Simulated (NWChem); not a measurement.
# water (H₂O); SMILES O

Program: NWChem. The geometry was optimised at PBE-D3(BJ)/def2-SVP. Vertical excitations in the gas phase.

### Question
Predict the results for B3LYP/aug-cc-pVDZ, full TDDFT. Quantities: lowest excitation, singlet (eV); oscillator strength of that lowest state; orbital gap (eV).

### Answer
| Quantity | Value |
|---|---|
| lowest excitation, singlet (eV) | 6.82 |
| oscillator strength of that lowest state | 0.049 |
| orbital gap (eV) | 8.08 |
